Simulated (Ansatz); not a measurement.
Relaxation of AlClFH$_{3}$ (6 atoms, charge 0, multiplicity 1), to a largest force component of 0.03 eV/Å in at most 50 steps.

Level of theory: RKS LDA/6-31G* in Ansatz.

```xyz
6
Properties=species:S:1:pos:R:3
Al 0.026 -0.487 -0.462
F 0.041 0.031 2.357
H 1.439 0.165 -0.784
H -1.424 0.100 -0.746
Cl 0.092 -2.505 0.417
H -0.017 -0.906 2.419
```

Problem. Where does it end, and by what steps?

Solution. It converged. After 9 steps the energy has fallen by 0.792 eV; F2 moved furthest, 0.53 Å. Joined: Al1–F2.

```csv
step,energy less start (eV),largest force component (eV/Å),accepted
0,0.0000,1.074,yes
1,-0.2797,0.877,yes
2,-0.5481,0.755,yes
3,-0.6700,1.308,yes
4,-0.7438,0.343,yes
5,-0.7591,0.345,yes
6,-0.7833,0.258,yes
7,-0.7902,0.070,yes
8,-0.7911,0.075,yes
9,-0.7919,0.025,yes
```

```xyz
6
Properties=species:S:1:pos:R:3
Al 0.019 -0.334 -0.063
F 0.017 -0.015 1.825
H 1.439 0.147 -0.596
H -1.424 0.080 -0.591
Cl 0.070 -2.431 0.703
H 0.038 -1.048 1.922
```

Run time: 21 s on 1 thread of Arm Neoverse N1, on a shared host, peak memory 0.12 GiB.
